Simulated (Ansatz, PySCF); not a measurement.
Molecule: C₂H₅O (charge 0, doublet). It need not be the lowest isomer of its formula. 
Structure (B3LYP-D3(BJ)/def2-TZVP (Ansatz, an electronic-structure program) minimum search):
SMILES: C[CH]O
```xyz
8

C      1.1812    -0.3678     0.0185
C     -0.0012     0.5180    -0.0569
O     -1.2056    -0.1247     0.1002
H     -1.9253     0.5046    -0.0138
H     -0.0012     1.4082    -0.6784
H      2.0981     0.2220    -0.0068
H      1.1724    -0.9524     0.9427
H      1.2203    -1.0859    -0.8147
```
Charge 0, spin multiplicity 2.

Total electronic energies in hartree. Valence correlation only, unless marked. Open shells are spin-unrestricted. No spin-orbit coupling. Non-relativistic. Basis-set limits of correlation are two-point, X^-3; Hartree-Fock from the larger set. The bracket is a focal-point correction in the basis named.

| level | program | energy (Eh) |
|---|---|---|
| HF/STO-3G | Ansatz | -151.50069 |
| HF/6-31G | Ansatz | -153.38947 |
| HF/aug-cc-pVDZ | Ansatz | -153.48221 |
| HF-D3(BJ)/def2-TZVPD | PySCF + dftd3 | -153.55698 |
| RI-HF/aug-cc-pVTZ | Ansatz | -153.52108 |
| RI-HF/cc-pVTZ | Ansatz | -153.51806 |
| PBE0-D3(BJ)/def2-TZVPD | Ansatz + dftd3 | -154.27096 |
| TPSSh/def2-TZVPD | PySCF | -154.45395 |
| r2SCANh-D4/def2-TZVPD | Ansatz + dftd4 | -154.35360 |
| HSE06/def2-TZVPD | Ansatz | … |
| RPA@PBE/cc-pVTZ | Ansatz | … |
| MP2/STO-3G | Ansatz | -151.62460 |
| SCS-MP2/cc-pVTZ | Ansatz | -154.08138 |
| CCSD/aug-cc-pVDZ | Ansatz | -153.99284 |
| RI-MP2/CBS(cc-pVTZ,cc-pVQZ)+[CCSD(T)-MP2]/cc-pVTZ | Ansatz | -154.2154 |

### Question
Complete the blanks.

### Answer

- HSE06/def2-TZVPD, energy (Eh): -154.25959
- RPA@PBE/cc-pVTZ, energy (Eh): -154.42121
